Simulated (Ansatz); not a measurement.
## CH5OSi, SMILES C[SiH]O: a rigid scan of one bond length, step by step

Program: Ansatz's Python interface.

Input file `ch5osi.xyz`:
```text
8

C    -0.62630    0.80500   -0.05780
Si    0.65730   -0.29760   -0.62750
O     0.34260   -1.87470   -0.22320
H    -1.56310    0.59320   -0.52020
H    -0.45060    1.87630   -0.36970
H    -0.79340    0.83630    1.01650
H     1.96760    0.09810    0.01100
H     0.55790   -2.09370    0.71520
```

Run as a notebook:

In [1]:
```python
import ansatz as az
import numpy as np

ch5osi = az.Crystal.molecule_from_extxyz("ch5osi.xyz")
```

In [2]:
```python
symbols = [site.symbol for site in ch5osi.cartesian_sites]
start = np.array([site.position_ang for site in ch5osi.cartesian_sites])
axis = (start[4] - start[0]) / np.linalg.norm(start[4] - start[0])
moving = [4]
lengths, energies = [0.994, 1.039, 1.084, 1.13, 1.175, 1.22, 1.265, 1.333], []
for length in lengths:
    xyz = start.copy()
    xyz[moving] += (length - np.linalg.norm(start[4] - start[0])) * axis
    point = az.Crystal.molecule()
    for symbol, place in zip(symbols, xyz):
        point = point.atom(symbol, place.tolist())
    calc = point.calculation().basis(gaussian="cc-pVDZ").functional("b3lyp").spin("collinear", total=1)
    rep = calc.run(threads=1, pin="off").report
    energies.append(rep["free_energy_ev"])
    print(f"r = {length:6.3f} A  E = {energies[-1]:.5f} eV  <S^2> = {abs(rep['mean_field']['state']['spin_squared']):.3f}")
```
```text
r =  0.994 A  E = -11042.93639 eV  <S^2> = 0.751
r =  1.039 A  E = -11043.10758 eV  <S^2> = 0.751
r =  1.084 A  E = -11043.18318 eV  <S^2> = 0.751
r =  1.130 A  E = -11043.18403 eV  <S^2> = 0.751
r =  1.175 A  E = -11043.12740 eV  <S^2> = 0.751
r =  1.220 A  E = -11043.02750 eV  <S^2> = 0.751
r =  1.265 A  E = -11042.89494 eV  <S^2> = 0.751
r =  1.333 A  E = -11042.65082 eV  <S^2> = 0.751
```

In [3]:
```python
# quartic fit about the minimum
fit = np.polynomial.Polynomial.fit(lengths, np.array(energies) - min(energies), 4).convert()
roots = [r.real for r in fit.deriv().roots() if abs(r.imag) < 1e-9 and fit.deriv(2)(r.real) > 0]
r_e = min(roots, key=lambda r: abs(r - lengths[int(np.argmin(energies))]))
print(f"minimum of the fit at {r_e:.4f} A, force constant {fit.deriv(2)(r_e):.2f} eV/A^2")
```
```text
minimum of the fit at 1.1071 A, force constant 32.14 eV/A^2
```

Notes:
- The settings weren't tested for convergence.
- The rest of the molecule is held rigid at a force-field or estimated start geometry, and the basis set is modest; single-reference methods fail as a bond breaks.
- The species is open-shell (spin multiplicity 2).
- b3lyp holds the VWN-RPA fit, as in Gaussian; the form of ORCA and Turbomole is b3lyp5.
- Run time: 24 s on 1 thread of Arm Neoverse V1, with other jobs on the host, peak memory 0.23 GiB.

(Lines on the test bed's own set-up are left out of the output.)
